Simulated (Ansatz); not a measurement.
Al₃. Charge 0, multiplicity 2. Geometry r2SCAN-D4/def2-TZVPD, that of the charge -1 singlet; atoms count from 1.

```xyz
3

Al   -1.077   -0.956   -0.030
Al    1.292   -0.351   -0.534
Al   -0.215    1.307    0.564
```

The structure comes from a short search, and lower isomers may exist.

(1) Estimate the Mulliken populations from the PBE0/def2-TZVPD orbitals of Ansatz.

(2) Where does the spin sit?

(3) And the Mayer bond orders between heavy atoms (over 0.3)?

Answers

(1) 
```csv
atom,charge (e),spin (α − β)
Al1,0.00,0.33
Al2,0.00,0.33
Al3,0.00,0.33
```
Mulliken values depend strongly on the basis. With diffuse functions, as here, like atoms can get unlike values, and bond orders can come out too low or too high.

(2) Summed by element: Al 1.00, of 1 unpaired in all. Largest on single atoms: Al2 0.33, Al1 0.33, Al3 0.33.

(3) Al1–Al2 1.08 (2.50 Å); Al1–Al3 1.08 (2.49 Å); Al2–Al3 1.08 (2.50 Å).
